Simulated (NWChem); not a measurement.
**H3NO (hydroxylamine): levels of theory compared**

Aim: a comparison of 6 runs (B3LYP/6-31G*, PBE0/def2-SVP, PBE/aug-cc-pVDZ, B3LYP/def2-TZVPP, r2SCAN/def2-TZVPP, MP2/def2-TZVPP) of H3NO (hydroxylamine). 

The calculation is run with NWChem 7.3.0.

### Step 1. The molecule

H3NO: 5 atoms, total charge 0, spin state singlet. As SMILES, `NO`. The shape is that of a PBE0-D4/def2-TZVP optimisation. This is one conformer, not always the lowest.

Bond lengths: N1–O2 1.422 Å, N1–H3 1.016 Å, N1–H4 1.016 Å, O2–H5 0.960 Å. Angles: N1–O2–H5 102.8°, O2–N1–H3 104.5°, O2–N1–H4 104.5°, H3–N1–H4 106.0°.

### Step 2. Energy and forces at B3LYP/6-31G(d) (Cartesian functions) (run 1)

File struct.xyz:

```xyz
5
H3NO B3LYP
N     -0.165120    -0.361290    -0.321170
O      0.364460     0.666040     0.508060
H     -0.162690    -1.190020     0.266770
H     -1.141650    -0.109840    -0.446210
H      1.105010     0.995100    -0.007440
```

File struct.nw:

```
start struct
title "H3NO B3LYP"
memory 2200 mb
geometry noautosym nocenter noautoz
 load format xyz struct.xyz
end
basis "ao basis" cartesian
 N library 6-31G*
 O library 6-31G*
 H library 6-31G*
end
dft
 xc b3lyp
 grid xfine
 convergence energy 1e-08
 maxiter 100
 mulliken
 print low
end
task dft gradient
```

The run is started by

```bash
$ nwchem struct.nw > struct.out
```

Output:

```text
[...]
 d= 0,ls=0.0,diis     1   -131.6727349376 -1.71D+02  1.79D-02  3.42D-01     0.9
[...]
 d= 0,ls=0.0,diis     8   -131.7044397842 -8.47D-10  1.89D-06  1.06D-08     5.4
         Total DFT energy =     -131.704439784213
      One electron energy =     -258.301789528334
           Coulomb energy =      103.610637668337
    Exchange-Corr. energy =      -16.606957185751
 Nuclear repulsion energy =       39.593669261536
[...]
      Total Density - Mulliken Population Analysis
     ---------------------------------------------
    Atom       Charge   Shell Charges
 -----------   ------   -------------------------------------------------------
    1 N    7     7.50   1.99  0.81  2.42  0.87  1.36  0.04
    2 O    8     8.55   1.99  0.91  2.89  0.97  1.74  0.04
    3 H    1     0.69   0.52  0.17
    4 H    1     0.69   0.52  0.17
    5 H    1     0.59   0.48  0.11
[...]
                         DFT ENERGY GRADIENTS
    atom               coordinates                        gradient
                 x          y          z           x          y          z
   1 N      -0.312032  -0.682739  -0.606923   -0.001826   0.006173   0.011846
   2 O       0.688730   1.258633   0.960094    0.003200  -0.005744  -0.013080
   3 H      -0.307440  -2.248812   0.504122    0.000805   0.003187  -0.003411
   4 H      -2.157406  -0.207568  -0.843215    0.004571  -0.000997  -0.000656
   5 H       2.088166   1.880466  -0.014060   -0.006750  -0.002619   0.005301
 Task  times  cpu:        6.6s     wall:        6.6s
 Total times  cpu:        6.6s     wall:        6.6s
```

It took 7.2 s on 1 thread of Intel Xeon at 2.60GHz (Ice Lake), shared host; peak memory 0.12 GiB.

### Step 3. Energy and forces at PBE0/def2-SVP (run 2)

File h3no.xyz:

```xyz
5
H3NO PBE0
N     -0.165120    -0.361290    -0.321170
O      0.364460     0.666040     0.508060
H     -0.162690    -1.190020     0.266770
H     -1.141650    -0.109840    -0.446210
H      1.105010     0.995100    -0.007440
```

File h3no.nw:

```
start h3no
title "H3NO PBE0"
memory total 2200 mb

geometry noautosym nocenter noautoz
   load h3no.xyz
end

basis spherical bse
   N library def2-SVP
   O library def2-SVP
   H library def2-SVP
end

dft
   xc pbe0
   mult 1
   grid xfine
   convergence energy 1e-08
   maxiter 100
   mulliken
   print low
end

task dft gradient
```

The run is started by

```bash
$ nwchem h3no.nw > h3no.out
```

Output:

```text
[...]
 d= 0,ls=0.0,diis     1   -131.4378791981 -1.71D+02  1.22D-02  2.71D-01     1.0
[...]
 d= 0,ls=0.0,diis     8   -131.4665170239 -1.24D-09  1.27D-06  6.49D-09     6.4
         Total DFT energy =     -131.466517023872
      One electron energy =     -258.169806850651
           Coulomb energy =      103.571863216216
    Exchange-Corr. energy =      -16.462242650973
 Nuclear repulsion energy =       39.593669261536
[...]
      Total Density - Mulliken Population Analysis
     ---------------------------------------------
    Atom       Charge   Shell Charges
 -----------   ------   -------------------------------------------------------
    1 N    7     7.10   1.99  1.03  0.44  2.34  1.27  0.03
    2 O    8     8.33   1.99  1.08  0.70  2.83  1.71  0.02
    3 H    1     0.88   0.73  0.11  0.04
    4 H    1     0.88   0.73  0.11  0.04
    5 H    1     0.81   0.69  0.05  0.07
[...]
                         DFT ENERGY GRADIENTS
    atom               coordinates                        gradient
                 x          y          z           x          y          z
   1 N      -0.312032  -0.682739  -0.606923   -0.008576  -0.008505  -0.001121
   2 O       0.688730   1.258633   0.960094    0.004130   0.005192   0.002191
   3 H      -0.307440  -2.248812   0.504122    0.001507   0.003872  -0.002497
   4 H      -2.157406  -0.207568  -0.843215    0.004829   0.000180  -0.000065
   5 H       2.088166   1.880466  -0.014060   -0.001890  -0.000739   0.001492
 Task  times  cpu:        7.8s     wall:        7.8s
 Total times  cpu:        7.8s     wall:        7.8s
```

Run time: 8.4 s. Hardware: 1 thread of Intel Xeon at 2.60GHz (Ice Lake), shared host; peak memory 0.12 GiB.

### Step 4. Energy and gradient at PBE/aug-cc-pVDZ (run 3)

File run.py:

```python
from ase import Atoms
from ase.calculators.nwchem import NWChem

molecule = Atoms(['N', 'O', 'H', 'H', 'H'], positions=[
    [-0.165120, -0.361290, -0.321170],
    [0.364460, 0.666040, 0.508060],
    [-0.162690, -1.190020, 0.266770],
    [-1.141650, -0.109840, -0.446210],
    [1.105010, 0.995100, -0.007440],
])

calc = NWChem(
    label='job',
    theory='dft',
    memory='2200 mb',
    basis='aug-cc-pVDZ',
    basispar='spherical bse',
    dft={'xc': 'xpbe96 cpbe96', 'mult': '1', 'grid': 'xfine', 'convergence': 'energy 1e-08', 'iterations': '100', 'mulliken': None},
)
molecule.calc = calc

forces = molecule.get_forces()
print(f"energy = {molecule.get_potential_energy():.6f} eV")
print("forces (eV/A):")
for s, f in zip(molecule.symbols, forces):
    print(f"{s:2s} {f[0]:10.5f} {f[1]:10.5f} {f[2]:10.5f}")
print("dipole (e A):", molecule.get_dipole_moment().round(4))
```

The run is started by

```bash
$ export ASE_NWCHEM_COMMAND="nwchem PREFIX.nwi > PREFIX.nwo"
$ python run.py
```

Output:

```text
energy = -3580.982759 eV
forces (eV/A):
N     0.30246   -0.23603   -0.77231
O    -0.20831    0.36674    0.84024
H    -0.04150   -0.48362    0.34155
H    -0.58004    0.11195   -0.05122
H     0.52738    0.24102   -0.35826
dipole (e A): [-0.0543 -0.0796 -0.0452]
```

The calculator wrote job.nwi:

```
title "job"

permanent_dir job

scratch_dir job

start job

geometry units angstrom nocenter noautosym noautoz
  N  -1.6511999999999999e-01 -3.6129000000000000e-01 -3.2117000000000001e-01
  O  3.6446000000000001e-01 6.6603999999999997e-01 5.0805999999999996e-01
  H  -1.6269000000000000e-01 -1.1900200000000001e+00 2.6677000000000001e-01
  H  -1.1416500000000001e+00 -1.0983999999999999e-01 -4.4621000000000000e-01
  H  1.1050100000000000e+00 9.9509999999999998e-01 -7.4400000000000004e-03
end

memory 2200 mb

basis spherical bse noprint
   * library aug-cc-pVDZ
end

dft
  xc xpbe96 cpbe96
  mult 1
  grid xfine
  convergence energy 1e-08
  iterations 100
  mulliken
end

task dft gradient
```

job.nwo:

```text
Northwest Computational Chemistry Package (NWChem) 7.3.0
             --------------------------------------------------------

           Job information
           ---------------

    nwchem branch   = 7.3.0
    use scalapack   = T
    input           = job.nwi
    prefix          = job.
    data base       = job/job.db
    status          = startup
    nproc           =        1

           Memory information
           ------------------

    heap     =     72089596 doubles =      550.0 Mbytes
    stack    =     72089601 doubles =      550.0 Mbytes
    global   =    144179200 doubles =     1100.0 Mbytes (distinct from heap & stack)
    total    =    288358397 doubles =     2200.0 Mbytes
    verify   = yes
    hardfail = no

[... 98 lines left out ...]
  convergence criterion.
[... 37 lines left out ...]
          Spatial weights used:  Erf1
[... 72 lines left out ...]
         Total DFT energy =     -131.598690195782
[... 3 lines left out ...]
 Nuclear repulsion energy =       39.593669261536
[... 581 lines left out ...]
          Convergence on gradient requested:  5.00D-04
[... 24 lines left out ...]
          total energy or number of iterations.
[... 28 lines left out ...]
    atom               coordinates                        gradient
                 x          y          z           x          y          z
   1 N      -0.312032  -0.682739  -0.606923   -0.005882   0.004590   0.015019
   2 O       0.688730   1.258633   0.960094    0.004051  -0.007132  -0.016340
   3 H      -0.307440  -2.248812   0.504122    0.000807   0.009405  -0.006642
   4 H      -2.157406  -0.207568  -0.843215    0.011280  -0.002177   0.000996
   5 H       2.088166   1.880466  -0.014060   -0.010256  -0.004687   0.006967

                 ----------------------------------------
                 |  Time  |  1-e(secs)   |  2-e(secs)   |
                 ----------------------------------------
                 |  CPU   |       0.00   |       2.53   |
                 ----------------------------------------
                 |  WALL  |       0.00   |       2.53   |
                 ----------------------------------------

 Task  times  cpu:       18.4s     wall:       18.4s
 Total times  cpu:       18.5s     wall:       18.5s
```

Run time: 20 s. Hardware: 1 thread of Intel Xeon at 2.60GHz (Ice Lake), shared host; peak memory 0.13 GiB.

Runs 4 to 5 aren't shown in full; the table further down has their settings and results.

### Step 5. Energy and gradient at MP2/def2-TZVPP (run 6)

File run.nw:

```
start run
memory stack 880 mb heap 220 mb global 1100 mb

geometry units angstrom noautosym nocenter noautoz
N       -0.165120      -0.361290      -0.321170
O        0.364460       0.666040       0.508060
H       -0.162690      -1.190020       0.266770
H       -1.141650      -0.109840      -0.446210
H        1.105010       0.995100      -0.007440
end

basis "ao basis" spherical bse
* library def2-TZVPP
end

scf
thresh 1e-08
maxiter 80
noprint "final vectors analysis"
end

mp2
freeze core 2
tight
end

task mp2 gradient
```

The run is started by

```bash
$ nwchem run.nw > run.out
```

Output:

```text
[...]
  functions       =   104
[...]
  wavefunction    = RHF
[...]
         Total SCF energy =   -131.049059222381
      One-electron energy =   -258.170140701633
      Two-electron energy =     87.527412217717
 Nuclear repulsion energy =     39.593669261536
        Time for solution =     16.2s
[...]
          Total MP2 energy          -131.513563124847
[...]
                         mp2 ENERGY GRADIENTS
    atom               coordinates                        gradient
                 x          y          z           x          y          z
   1 N      -0.312032  -0.682739  -0.606923    0.003539   0.007141   0.005940
   2 O       0.688730   1.258633   0.960094   -0.002987  -0.006776  -0.006176
   3 H      -0.307440  -2.248812   0.504122    0.000480  -0.002365   0.000848
   4 H      -2.157406  -0.207568  -0.843215   -0.002231   0.000600  -0.001115
   5 H       2.088166   1.880466  -0.014060    0.001199   0.001400   0.000504
[...]
```

It took 44 s on 1 thread of Intel Xeon at 2.60GHz (Ice Lake), shared host; peak memory 0.29 GiB.

### Step 6. The series

| run | level | Cartesian functions | integration grid | energy (Eh) | largest force (eV/Å) | wall time |
| --- | --- | --- | --- | --- | --- | --- |
| 1 | B3LYP/6-31G* (Cartesian functions) | yes | xfine | -131.704440 | 0.753 | 7.2 s |
| 2 | PBE0/def2-SVP | no | xfine | -131.466517 | 0.624 | 8.4 s |
| 3 | PBE/aug-cc-pVDZ | no | xfine | -131.598690 | 0.940 | 20 s |
| 4 | B3LYP/def2-TZVPP | no | fine | -131.781184 | 0.551 | 19 s |
| 5 | r2SCAN/def2-TZVPP | no | fine | -131.706264 | 0.624 | 22 s |
| 6 | MP2/def2-TZVPP | no | – | -131.513563 | 0.511 | 44 s |

### Step 7. Summary of results

| quantity | value |
| --- | --- |
| run 6: total energy | -131.51356 Eh |
| run 6: dipole moment (of the density that the program reports) | 0.57 D |
| run 6: correlation energy (2 core orbitals frozen) | -464.5 mEh |
| run 6: largest force on an atom | 0.511 eV/Å |

In words: Over runs 3, 4, 5, 6 the dipole moment (its size) runs from 0.51 D (PBE/aug-cc-pVDZ) to 0.57 D (MP2/def2-TZVPP). The two ends differ in method and basis. Over runs 3, 4, 5 the HOMO–LUMO gap runs from 5.32 eV (PBE/aug-cc-pVDZ) to 7.98 eV (B3LYP/def2-TZVPP). Totals of different functionals can't be ranked against each other. All runs together took 2 min, the longest 44 s.
